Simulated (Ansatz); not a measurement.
# CH4AlCl: the cost of one run

All numbers are computed with the Python package of Ansatz 0.2.0. The levels of theory stand in the script.

**1. Starting point**

Bond lengths: C1–Al2 1.923 Å, Al2–Cl3 2.201 Å, C1–H4 1.165 Å, C1–H5 1.120 Å, C1–H6 1.126 Å, Al2–H7 1.622 Å. Angles: C1–Al2–Cl3 119.2°, C1–Al2–H7 120.4°, Cl3–Al2–H7 120.4°, Al2–C1–H4 108.9°, Al2–C1–H5 112.8°, Al2–C1–H6 113.4°, H4–C1–H5 109.4°, H4–C1–H6 105.6°, H5–C1–H6 106.4°.

The script reads ch4alcl.xyz:

```xyz
7

C    -0.69660    0.50280   -0.29090
Al    0.85630   -0.51590    0.20920
Cl    0.66410   -2.07900    1.74610
H    -0.48190    1.63350   -0.10830
H    -1.61510    0.20200    0.27600
H    -0.95540    0.41710   -1.38340
H     2.28970   -0.22850   -0.49450
```

**2. The script**

ch4alcl_basis.py

```python
import warnings

import ansatz as az

warnings.simplefilter('ignore', az.DeckWarning)

mol = az.Crystal.molecule_from_extxyz('ch4alcl.xyz')

job = mol.calculation().functional('PBE0', dispersion='d3bj')

energies = {}
for basis in ['STO-3G', '6-31G', '6-31G*', 'def2-SVP', 'def2-SVPD', 'def2-TZVP', 'def2-TZVPP']:
    summary = job.basis(gaussian=basis).run(threads=1, pin='off').report
    size = summary['n_frozen'] + summary['n_occupied'][0] + summary['n_virtual'][0]
    energies[basis] = (summary['reference_energy_ev'] / 27.211386246, summary['free_energy_ev'] / 27.211386246)
    print(f'{basis:14s} {size:4d} orbitals  reference {energies[basis][0]:14.6f} Ha  total {energies[basis][1]:14.6f} Ha')

last = energies['def2-TZVPP'][1]
for basis, (_, total) in energies.items():
    print(f'{basis:14s} lies {27.211386 * (total - last):9.4f} eV above def2-TZVPP')
```

**3. What the engine is handed**

The engine receives this input (first run):

```yaml
crystal:
  periodic: [false, false, false]
  atoms:
    - { symbol: C, position_ang: [-0.6966, 0.5028, -0.2909] }
    - { symbol: Al, position_ang: [0.8563, -0.5159, 0.2092] }
    - { symbol: Cl, position_ang: [0.6641, -2.079, 1.7461] }
    - { symbol: H, position_ang: [-0.4819, 1.6335, -0.1083] }
    - { symbol: H, position_ang: [-1.6151, 0.202, 0.276] }
    - { symbol: H, position_ang: [-0.9554, 0.4171, -1.3834] }
    - { symbol: H, position_ang: [2.2897, -0.2285, -0.4945] }
basis:
  gaussian:
    orbitals: STO-3G
hamiltonian:
  xc: pbe0
  dispersion: d3bj
```

**4. The run**

Launch:

```console
> python ch4alcl_basis.py
```

What time and memory should one allow on 1 thread of Intel Xeon 6975P-C (Granite Rapids), shared host?

About 8.3 s, with a peak of 0.38 GiB.
